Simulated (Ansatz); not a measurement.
Total energies of [AlFH3]- (AlH3F⁻) from Ansatz at PBE0-D4/def2-TZVPD, gas phase (1 Eh = 27.2114 eV = 2625.5 kJ/mol). The reference geometry is relaxed at PBE0-D4/def2-TZVPD.

```
            state                       geometry  energy (Eh)
charge -1 singlet                      reference   -344.02097
 charge 0 doublet                      reference   -343.85108
 charge 0 doublet  relaxed at PBE0-D4/def2-TZVPD   -343.88662
```

Problem. Work out the vertical ionisation energy to the doublet.

Solution. E(charge 0 doublet) − E(charge -1 singlet) = -343.85108 − (-344.02097) = 0.16989 Eh = 4.62 eV. For comparison, −ε of the highest occupied level is 2.31 eV at this level, 2.31 eV less.

Problem. How much does the charge 0 doublet relax, and what is the adiabatic ionisation energy?

Solution. Relaxation: -343.85108 − (-343.88662) = 0.03554 Eh = 0.97 eV. Adiabatic ionisation energy: 0.13435 Eh = 3.66 eV, without zero-point energy.
